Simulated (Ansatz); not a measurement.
```xyz
3

S     0.0000    0.0000    1.5611
C     0.0000    0.0000    0.0000
S     0.0000    0.0000   -1.5611
```

Basis set: pcseg-2 (spherical functions). Charge 0, multiplicity 1.

Computed with Ansatz (development build ahead of 0.2.0); free ground-state atoms in the same class of orbitals, no zero-point energy, no relativity. Restricted functionals stand beside restricted open-shell atoms, which can lie above the unrestricted atoms usual in DFT and then raise those values.

The atomization energy of singlet CS₂ from measured heats of formation, zero-point and thermal terms removed is 12.047 eV (G2/97 set, Curtiss et al., J. Chem. Phys. 106, 1063 (1997), as shipped with ASE); it holds spin-orbit and other relativistic effects.

(1) How far do r²SCAN (restricted), PBE0 (restricted) miss it in this basis?

## Answers

(1)

```csv
method,atomization energy (eV),computed − measured (eV)
r²SCAN (restricted),12.739,0.692
PBE0 (restricted),12.436,0.389
```
